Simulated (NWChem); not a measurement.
System: B, doublet

Results from NWChem. Pople sets run with spherical d functions. Spin-unrestricted. The open p shell is one determinant without spherical averaging. No stability test was run on the SCF state. Fermi-contact couplings, non-relativistic, static geometry.

```csv
level,A(iso) 11B atom 1 (MHz),<S²>
B3LYP/pcJ-1,22.3,0.751
CAM-B3LYP/pcJ-1,13.5,0.751
PBE0/6-31G*,16.8,0.752
PBE/6-31G*,15.2,0.751
```
